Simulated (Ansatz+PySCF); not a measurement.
The numbers below are computed, except where a source is named.
This PySCF input gave a total energy of -127.22990 hartree.

```python
from pyscf import gto, scf

mol = gto.M(atom="""
N 0.000000 0.000000 -1.218550
O 0.000000 0.000000 1.066230
""", basis='sto-3g', charge=0, spin=1)
mf = scf.ROHF(mol)
mf.init_guess = 'atom'
mf.kernel()
while True:  # follow internal instabilities
    mo, _, stable, _ = mf.stability(return_status=True)
    if stable: break
    mf.kernel(mf.make_rdm1(mo, mf.mo_occ))
print(mf.converged, mf.e_tot, mf.spin_square()[0])
```

(1) Write an input for Ansatz with the same method and basis set.

Answers

(1)

```yaml
crystal:
  periodic: [false, false, false]
  atoms:
    - { symbol: "N", position_ang: [0.0, 0.0, -1.21855] }
    - { symbol: O, position_ang: [0.0, 0.0, 1.06623] }
basis:
  gaussian: { orbitals: STO-3G }
magnetization:
  initial_magnetization: 1
hamiltonian:
  xc: hf
```

Ansatz (development build ahead of 0.2.0) gave -127.22990 hartree, 0.00 meV from the first. Caution: an unrestricted determinant lies well below.
